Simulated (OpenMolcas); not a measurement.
**AlCl (aluminium monochloride), step by step**

Wanted: the energy (singlet AlCl, HF/ANO-R0), then a single-point energy (singlet AlCl, CASSCF(4,4)/ANO-R1), then a single-point energy (singlet AlCl, CASPT2(4,4)/ANO-R1), then the energy (triplet AlCl, CASPT2(4,4)/ANO-R1) of AlCl. 

The calculation is run with OpenMolcas 26.06.

## Step 1: The molecule

The species is AlCl (2 atoms), meant as a singlet with charge 0. SMILES: `[Al][Cl]`. The bond length is the measured one.

Bond lengths: Al1–Cl2 2.130 Å.

## Step 2: The energy at HF/ANO-R0 (sfX2C) (run 1)

The input, geom.xyz:

```xyz
2

Al     0.000000     0.000000     0.000000
Cl     0.000000     0.000000     2.130113
```

The input, step1.inp:

```
&GATEWAY
 COORD = geom.xyz
 BASIS = ANO-R0
 GROUP = NoSym

&SEWARD

&SCF
 PRORBITALS = 1 1
```

The run is started by

```bash
$ export MOLCAS_MEM=1860
$ pymolcas step1.inp > step1.log
```

What it wrote:

```text
--- Start Module: gateway ---
[...]
--- Stop Module: gateway /rc=_RC_ALL_IS_WELL_ ---
--- Start Module: seward ---
[...]
      Basis functions           18
--- Stop Module: seward /rc=_RC_ALL_IS_WELL_ ---
--- Start Module: scf ---
[...]
       Convergence after   8 Iterations
[...]
::    Total SCF energy                               -703.2668289719
[...]
      Total spin, S                                     0.0000000000
[...]
      Total electronic charge=   30.000000
      Total            charge=   -0.000000
[...]
      Dipole Moment (debye):
      Origin of the operator (angstrom)=    0.0000    0.0000    1.2024
                   X=  1.0033E-13               Y=  2.9020E-14               Z= -9.4295E-01           Total=  9.4295E-01
      Quadrupole Moment (debye*angstrom):
[...]
--- Stop Module: scf /rc=_RC_ALL_IS_WELL_ ---
[...]
```

Wall time 1.7 s (1 thread of Arm Neoverse V2, shared host); peak memory 0.37 GiB.

## Step 3: A single-point energy at CASSCF(4,4)/ANO-R1 (sfX2C, RICD fitting) (run 2)

geom.xyz is that of step 2.

The input, step2.inp:

```
&GATEWAY
 Coord = geom.xyz
 Basis = ANO-R0
 Group = NoSym

&SEWARD

&RASSCF
 FileOrb = $CurrDir/step1.ScfOrb
 Spin = 1
 Nactel = 4 0 0
 Inactive = 13
 Ras2 = 4
 OrbListing = Nothing
>>> COPY $Project.RunFile RUNFIL1
>>> COPY $Project.RasOrb INPORB

&GATEWAY
 Coord = geom.xyz
 Basis = ANO-R1
 Group = NoSym
 RICD

&SEWARD
>>> COPY $Project.RunFile RUNFIL2

&EXPBAS

&RASSCF
 FileOrb = $Project.ExpOrb
 Spin = 1
 Nactel = 4 0 0
 Inactive = 13
 Ras2 = 4
 OrbListing = Nothing
 OrbAppear = Compact
```

The run is started by

```bash
$ export MOLCAS_MEM=1860
$ pymolcas step2.inp > step2.log
```

What it wrote:

```text
--- Start Module: gateway ---
[...]
      Basis functions           18
[...]
      Number of active orbitals                  4
[...]
      Spin quantum number                      0.0
[...]
      Active orbitals                            4
[...]
      Number of CSFs                            20
[...]
      Number of root(s) required                 1
[...]
      Convergence after  9 iterations
[...]
      printout of CI-coefficients larger than  0.05 for root  1
      energy=    -703.283808
      conf/sym  1111     Coeff  Weight
             1  2200  -0.98097 0.96229
             6  2020   0.13208 0.01745
             8  2002   0.13570 0.01841
      Natural orbitals and occupation numbers for root  1
      sym 1:   1.996396   1.927973   0.038479   0.037151
      ************************************************************************************************************************
      *                                                    Final results                                                     *
[...]
::    RASSCF root number  1 Total energy:   -703.28380788
[...]
      Basis functions           36
[...]
      Convergence after 12 iterations
[...]
      Natural orbitals and occupation numbers for root  1
      sym 1:   1.999514   1.917275   0.041862   0.041350
      ************************************************************************************************************************
      *                                                    Final results                                                     *
[...]
::    RASSCF root number  1 Total energy:   -703.35418666
[...]
      Dipole Moment (debye):
      Origin of the operator (angstrom)=    0.0000    0.0000    1.2024
                   X= -6.5129E-14               Y=  3.1830E-13               Z= -1.8138E+00           Total=  1.8138E+00
      Quadrupole Moment (debye*angstrom):
[...]
```

Run time: 4.8 s. Hardware: 1 thread of Arm Neoverse V2, shared host; peak memory 0.37 GiB.

## Step 4: The energy at CASPT2(4,4)/ANO-R1 (sfX2C, RICD fitting, ipea shift 0.25 Eh, pt2 variant SS) (run 3)

geom.xyz is that of step 3.

The input, step3.inp:

```
&GATEWAY
  Coord=geom.xyz
  Basis=ANO-R1
  Group=NoSym
  RICD

&SEWARD

&RASSCF
  FileOrb=$CurrDir/step2.RasOrb
  Spin=1
  Nactel=4 0 0
  Inactive=13
  Ras2=4
  OrbListing=Nothing
  OrbAppear=Compact

&CASPT2
  Imaginary=0.2
```

The run is started by

```bash
$ export MOLCAS_MEM=1860
$ pymolcas step3.inp > step3.log
```

What it wrote:

```text
--- Start Module: gateway ---
[...]
--- Stop Module: gateway /rc=_RC_ALL_IS_WELL_ ---
[...]
      Basis functions           36
[...]
--- Start Module: rasscf ---
[...]
      Number of active orbitals                  4
[...]
      Spin quantum number                      0.0
[...]
      Active orbitals                            4
[...]
      Number of CSFs                            20
[...]
      Number of root(s) required                 1
[...]
      Convergence after  4 iterations
[...]
      printout of CI-coefficients larger than  0.05 for root  1
      energy=    -703.354187
      conf/sym  1111     Coeff  Weight
             1  2200  -0.97898 0.95841
             6  2020   0.14384 0.02069
             8  2002   0.14373 0.02066
      Natural orbitals and occupation numbers for root  1
      sym 1:   1.999514   1.917273   0.041863   0.041351
      ************************************************************************************************************************
      *                                                    Final results                                                     *
[...]
::    RASSCF root number  1 Total energy:   -703.35418666
[...]
      Total electronic charge=   30.000000
      Total            charge=   -0.000000
[...]
      Dipole Moment (debye):
      Origin of the operator (angstrom)=    0.0000    0.0000    1.2024
                   X= -6.0905E-14               Y=  3.5819E-13               Z= -1.8140E+00           Total=  1.8140E+00
      Quadrupole Moment (debye*angstrom):
[...]
--- Stop Module: rasscf /rc=_RC_ALL_IS_WELL_ ---
--- Start Module: caspt2 ---
[...]
      E2 (Variational):          -0.2297401944
      Total energy:            -703.5839268502
[...]
      Reference weight:           0.93134
[...]
::    CASPT2 Root  1     Total energy:   -703.58392685
[...]
--- Stop Module: caspt2 /rc=_RC_ALL_IS_WELL_ ---
[...]
```

It took 2.8 s on 1 thread of Arm Neoverse V2, shared host; peak memory 0.083 GiB.

## Step 5: The triplet: the energy at CASPT2(4,4)/ANO-R1 (sfX2C, RICD fitting, ipea shift 0.25 Eh, pt2 variant SS) (run 4)

The input, step4.inp:

```
* AlCl CASPT2

&GATEWAY
 COORD
 2
 angstrom
 Al       0.000000       0.000000       0.000000
 Cl       0.000000       0.000000       2.130113
 BASIS=ANO-R1
 GROUP=NoSym
 RICD

&SEWARD

&RASSCF
 FILEORB=$CurrDir/step2.RasOrb
 SPIN=3
 NACTEL=4 0 0
 INACTIVE=13
 RAS2=4
 ORBLISTING=Nothing
 ORBAPPEAR=Compact

&CASPT2
 IMAGINARY=0.2
```

The run is started by

```bash
$ export MOLCAS_MEM=1860
$ pymolcas step4.inp > step4.log
```

What it wrote:

```text
--- Start Module: gateway ---
[...]
--- Stop Module: gateway /rc=_RC_ALL_IS_WELL_ ---
[...]
      Basis functions           36
[...]
--- Start Module: rasscf ---
[...]
      Number of active orbitals                  4
[...]
      Spin quantum number                      1.0
[...]
      Active orbitals                            4
[...]
      Number of CSFs                            15
[...]
      Number of root(s) required                 1
[...]
      Convergence after 59 iterations
[...]
      printout of CI-coefficients larger than  0.05 for root  1
      energy=    -703.259820
      conf/sym  1111     Coeff  Weight
             1  2uu0   0.99717 0.99435
            15  0uu2  -0.07263 0.00527
      Natural orbitals and occupation numbers for root  1
      sym 1:   1.989026   1.000033   0.999715   0.011226
      ************************************************************************************************************************
      *                                                    Final results                                                     *
[...]
::    RASSCF root number  1 Total energy:   -703.25982018
[...]
      Total electronic charge=   30.000000
      Total            charge=   -0.000000
[...]
      Dipole Moment (debye):
      Origin of the operator (angstrom)=    0.0000    0.0000    1.2024
                   X=  5.3321E-06               Y= -1.7527E-05               Z= -2.6927E+00           Total=  2.6927E+00
      Quadrupole Moment (debye*angstrom):
[...]
--- Stop Module: rasscf /rc=_RC_ALL_IS_WELL_ ---
[...]
--- Start Module: caspt2 ---
[...]
      E2 (Variational):          -0.2153931284
      Total energy:            -703.4752133042
[...]
      Reference weight:           0.93666
[...]
::    CASPT2 Root  1     Total energy:   -703.47521330
[...]
--- Stop Module: caspt2 /rc=_RC_ALL_IS_WELL_ ---
[...]
```

Run time: 4.5 s. Hardware: 1 thread of Arm Neoverse V2, shared host; peak memory 0.083 GiB.

## Step 6: All runs side by side

```
run                                                                         level  integral approximation      active rule  partner  energy (Eh)  dipole moment (D) of the reference  wall time
  1                                                             HF/ANO-R0 (sfX2C)                    none                –     base  -703.266829                                0.94      1.7 s
  2                                      CASSCF(4,4)/ANO-R1 (sfX2C, RICD fitting)                    RICD  frontier window     base  -703.354187                                1.81      4.8 s
  3  CASPT2(4,4)/ANO-R1 (sfX2C, RICD fitting, ipea shift 0.25 Eh, pt2 variant SS)                    RICD  frontier window     base  -703.583927                                1.81      2.8 s
  4  CASPT2(4,4)/ANO-R1 (sfX2C, RICD fitting, ipea shift 0.25 Eh, pt2 variant SS)                    RICD  frontier window  triplet  -703.475213                                2.69      4.5 s
```

## Step 7: Outcome

```
                                        quantity          value
                           triplet: total energy  -703.47521 Eh
         triplet: dipole moment (CASSCF density)         2.69 D
vertical energy of the triplet above the singlet       2.958 eV
```

In words: At this shape the triplet lies 2.96 eV (68 kcal/mol) above the singlet. In run 1 the basis is minimal, so the values are rough. All runs together took 14 s, the longest 4.8 s.
